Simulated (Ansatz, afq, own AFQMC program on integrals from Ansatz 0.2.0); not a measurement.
**AlBH2⁺, quartet in aug-cc-pVDZ, levels against CCSDT(Q)**

```yaml
atoms:
  - { symbol: B, position_ang: [0.0000, 0.0000, 1.3689] }
  - { symbol: Al, position_ang: [0.0000, 0.0000, -0.6894] }
  - { symbol: H, position_ang: [0.0000, 1.0776, 1.8859] }
  - { symbol: H, position_ang: [0.0000, -1.0776, 1.8859] }
```

Connectivity, by distances: BH2–Al.

Basis aug-cc-pVDZ. Noble-gas cores (and the filled d shells of Ga–Kr and In–Xe) are frozen. Ansatz 0.2.0 and our own AFQMC program on the same integrals; the CISD trial comes from CCSD amplitudes, and released means the phaseless constraint is let go. Free AFQMC starts from the CCSD state and is never constrained. Its projection time is finite, and what remains of the start isn't in its error. Uncertainties: one standard error, sampling alone.

Determinant: UHF, the one that the program's search chose, which needn't be the lowest solution. The geometry is a PBE0/def2-TZVP stationary point of this or a neighbouring charge and spin state.

No full CI on the walks' own integrals is used here; CCSDT(Q) serves as the reference and is uncertain by about the last step of the cluster series.

Cautions: lower spins were not checked.

- T1 diagnostic: 0.0316
- weight of the determinant in the CISD state: 0.913
- ⟨S²⟩ of the determinant: 3.755
- size of the correlated space: 7 electrons in 62 orbitals

Reference: CCSDT(Q), correlation energy -3.217 eV. The released energy is read at 2.40 1/Eh (meV from the phaseless value at times in 1/Eh: -4.5 ± 1.6 at 0.24, -6.2 ± 1.7 at 0.51, -10.9 ± 1.8 at 0.99, -13 ± 3 at 1.62, -13.9 ± 1.8 at 2.40).

```json
{"level": "HF", "E − E(reference) (kJ/mol)": "310.4", "share of correlation (%)": "0.00"}
{"level": "MP2", "E − E(reference) (kJ/mol)": "80.1", "share of correlation (%)": "74.19"}
{"level": "CCSD", "E − E(reference) (kJ/mol)": "11.3", "share of correlation (%)": "96.35"}
{"level": "CCSD(T)", "E − E(reference) (kJ/mol)": "3.1", "share of correlation (%)": "98.99"}
{"level": "CCSDT", "E − E(reference) (kJ/mol)": "0.3", "share of correlation (%)": "99.89"}
{"level": "ph-AFQMC/HF", "E − E(reference) (kJ/mol)": "6.5 ± 2.1", "share of correlation (%)": "97.91"}
{"level": "ph-AFQMC/CISD", "E − E(reference) (kJ/mol)": "1.5 ± 0.2", "share of correlation (%)": "99.50"}
{"level": "released AFQMC", "E − E(reference) (kJ/mol)": "0.2 ± 0.2", "share of correlation (%)": "99.94"}
{"level": "free AFQMC", "E − E(reference) (kJ/mol)": "0.1 ± 0.2", "share of correlation (%)": "99.98"}
```

Free projections are given only where their last times agree within the noise and don't stop above the reference; a slow remainder of the start can still hide under it. A walk keeps the symmetry of its determinant, which the program's search chose and which needn't be the lowest solution, so a lower state of the same spin and another symmetry isn't excluded. Released energies are given only where the last usable release times agree within the noise; a slower fall can still hide under it.
